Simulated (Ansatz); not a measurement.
Basis-set extrapolation for H4NSSi, SMILES `N[SiH2][S]` radical (PBE0-D4/def2-TZVP geometry, frozen core, Ansatz). Multiplicity 2, UHF reference.

|  | def2-TZVPP | def2-QZVPP |
| --- | --- | --- |
| HF | -743.325262 | -743.348695 |
| MP2 correlation | -0.482278 | -0.521736 |
| CCSD(T) correlation | -0.547175 | not run |

Energies in hartree. Use E(X) = E(∞) + A·exp(−7.88·√X) for Hartree–Fock and E(X) = E(∞) + B·X^(−2.97) for correlation, with X = 3 and 4, and add CCSD(T) minus MP2 of the smaller set to the MP2 limit.

Task: What is the CCSD(T) energy at the basis-set limit?

Result: HF limit: -743.348695 + (-0.023433) × 0.13774 = -743.35192. MP2 limit: -0.521736 + (-0.039458) × 0.74074 = -0.55096. Higher-order term: -0.547175 − (-0.482278) = -0.06490. Total: -743.96778 hartree, 250.3 kJ/mol below CCSD(T)/def2-TZVPP.
